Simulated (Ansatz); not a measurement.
Rock-salt MgS was calculated with HSE06-D3(BJ) (PAW; Ansatz, a program for electronic structure).

Numerical settings: plane-wave cutoff 460 eV, 8×8×8 k mesh, Fermi–Dirac smearing 0.01 eV, scalar-relativistic PAW data made under PBE.

The cell is scaled about its equilibrium volume:

```
V (Å³/atom)  P (GPa)  direct gap at Γ (eV)  smallest gap on the k mesh (eV)
-----------  -------  --------------------  -------------------------------
15.872          5.01                 5.764                            4.047
16.289          2.35                 5.518                            3.987
16.589          0.64                 5.350                            3.945
17.125         -2.06                 5.066                            3.871
17.480         -3.62                 4.888                            3.821
```

The fundamental gap (3.93 eV at the equilibrium volume, on the SCF mesh) lies elsewhere than Γ–Γ.
